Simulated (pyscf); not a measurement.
H₃Ge–AsH₂ + hydrogen (H₂) -> AsH₃ + germane (GeH₄), a four-centre exchange (singlet surface; As–Ge, H–H broken, As–H, Ge–H formed). Structures and frequencies: ωB97X-D3(BJ)/def2-SVP in PySCF. Energies in kcal/mol from the separated reactants.

Small-basis levels: PySCF, no dispersion term, spherical d functions. 

Q: Quick HF/6-31G*+LANL2DZ single points give ΔE‡ = 103.5 kcal/mol and ΔE = -1.2 kcal/mol. What does ωB97M-D3(BJ)/def2-TZVP give, and how far is the quick result from it?

A: ωB97M-D3(BJ)/def2-TZVP gives ΔE‡ = 75.3 kcal/mol and ΔE = +2.6 kcal/mol. HF/6-31G*+LANL2DZ lies 28.2 kcal/mol over it in the barrier and 3.9 kcal/mol under it in the reaction energy, so on this step it does not hold to within 3.0 kcal/mol. ωB97M-D3(BJ)/def2-TZVP has limits of its own. At the saddle there is also a short Ge–H contact that neither side keeps. The same reactants have a lower exit, to GeH₃• + AsH₂• + H₂ (no saddle counted: cutting one bond costs +61.8 kcal/mol at ωB97M-D3(BJ)/def2-TZVP, against +75.3 kcal/mol here). One saddle was located; it need not be the lowest between these sides. In the def2 sets elements up to Kr have no core potential.
